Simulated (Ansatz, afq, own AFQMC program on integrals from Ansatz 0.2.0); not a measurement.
## CH3N, singlet → CH3N⁺, doublet

```yaml
atoms:
  - { symbol: N, position_ang: [0.0000, 0.0582, 0.5542] }
  - { symbol: C, position_ang: [0.0000, -0.1584, -0.7297] }
  - { symbol: H, position_ang: [0.0000, 0.9667, 1.0152] }
  - { symbol: H, position_ang: [0.0000, -0.7270, 1.1922] }
  - { symbol: H, position_ang: [0.0000, 0.8384, -1.2134] }
```

Connectivity, by distances: NH2–CH.

E(doublet, charge +1) − E(singlet, charge +0) at this geometry, on RHF and UHF determinants.

Basis cc-pVDZ. Only valence electrons are correlated. Integrals, coupled cluster, full CI and functionals: Ansatz 0.2.0; the random walks run on the same integrals in our own AFQMC program. The CISD trial takes its coefficients from CCSD amplitudes. Released means that phaseless walkers are propagated on without the constraint, phases kept. Uncertainties: one standard error, sampling alone. The errors of all members are added in quadrature.

No full CI on the walks' own integrals is used here; CCSDT(Q) serves as the reference and is uncertain by about the last step of the cluster series. Each member takes its own surest rung, up to full CI.

The best estimate is CCSD(T) at the basis-set limit (CBS: def2-TZVPP and def2-QZVPP, with their diffuse functions for anions and beside diffuse sets, CCSD(T) itself extrapolated) plus the step from CCSD(T) to CCSDT(Q) in cc-pVDZ. Rows without CBS are in cc-pVDZ, the functionals in def2-TZVP; B2PLYP and the wave-function rows carry a basis error of their own. Core correlation and relativity beyond core potentials are missing, and ± holds the sampling alone.

Cautions: CH₃N⁺ (doublet): unrestricted determinant spin contaminated (⟨S²⟩ 0.87 against 0.75).

| level | vertical ionization energy (kJ/mol) |
| --- | --- |
| wB97M-V | 847.1 |
| B3LYP | 845.9 |
| MP2 | 801.7 |

Question: From these cheaper values, estimate the vertical ionization energy at the level of the best estimate.

Answer: 844.2 kJ/mol (best estimate, highest rung CCSDT(Q)).

| level | vertical ionization energy (kJ/mol) | error against the best estimate (kJ/mol) |
| --- | --- | --- |
| HF | 717.1 | -127.1 |
| CCSD | 795.1 | -49.1 |
| CCSD(T) | 795.8 | -48.3 |
| CCSDT | 794.5 | -49.7 |
| CCSDT(Q) | 794.4 | -49.8 |
| ph-AFQMC/CISD | 795.4 ± 0.7 | -48.8 ± 0.7 |
| released AFQMC | 794.1 ± 0.8 | -50.0 ± 0.8 |
| HF/CBS | 727.2 | -117.0 |
| MP2/CBS | 855.7 | 11.5 |
| CCSD(T)/CBS | 845.6 | 1.5 |
| PBE | 829.8 | -14.4 |
| r2SCAN | 818.6 | -25.5 |
| PBE0 | 829.6 | -14.6 |
| B2PLYP | 833.0 | -11.1 |

Correlation beyond CCSD(T) takes off 1.5 kJ/mol. Going to the basis-set limit adds 49.8 kJ/mol at CCSD(T). The perturbative (T) step is worth +0.7 kJ/mol. The functionals spread over 28.5 kJ/mol; B3LYP and wB97M-V come nearest and r2SCAN is 25.5 kJ/mol too low. Where the cautions show a poor determinant, the low rows tell how each method copes with it, not its usual error.

Best estimates are given only where the step beyond CCSD(T) is under 0.3 eV and no member's determinant is very poor (T1 over 0.05, or 0.07 for open shells, ⟨S²⟩ too high by 0.3, two states mixed), so the hardest cases are missing from such tables.

The functionals ran in a triple-zeta set and keep a basis error of their own, a few kJ/mol for each bond in atomization energies and more for double hybrids, so close places among them and the extrapolated levels can swap.

CCSDT and higher add their correlation energy to the determinant of the CCSD(T) run, since their own runs factorise the integrals more tightly (a shift of under 2 meV). Each member of a difference takes its own highest rung, so a best estimate needn't equal the limit plus the step of one row. A walk keeps the symmetry of its determinant, which the program's search chose and which needn't be the lowest solution, so a lower state of the same spin and another symmetry isn't excluded. Released energies are given only where the last usable release times agree within the noise; a slower fall can still hide under it.
